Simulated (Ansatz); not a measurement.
We consider rock-salt CaO, described by BLYP in Ansatz (PAW).

Total energies, extrapolated to zero smearing (they compare only within this program, potentials and cutoff; free atoms with spin allowed, lowest state found):

| system | energy (eV/atom) |
|---|---|
| rock-salt CaO, relaxed | -1197.8944 |
| free Ca atom | -1821.4427 |
| free O atom | -563.9148 |

Task: Work out the cohesive energy per atom.

Result: E_coh = [1 × (-1821.4427) + 1 × (-563.9148)]/2 − (-1197.8944) = 5.22 eV/atom. The reference value is 5.53 ± 0.03 eV/atom (worked out here from tabulated enthalpies at 298 K, copied from a table, unchecked, brought to a static lattice with a Debye model, atoms in their spin–orbit ground levels; inputs from the CRC Handbook), a difference of -0.31 eV/atom.

The PAW data were made under PBE.

Ansatz is a program for electronic structure.
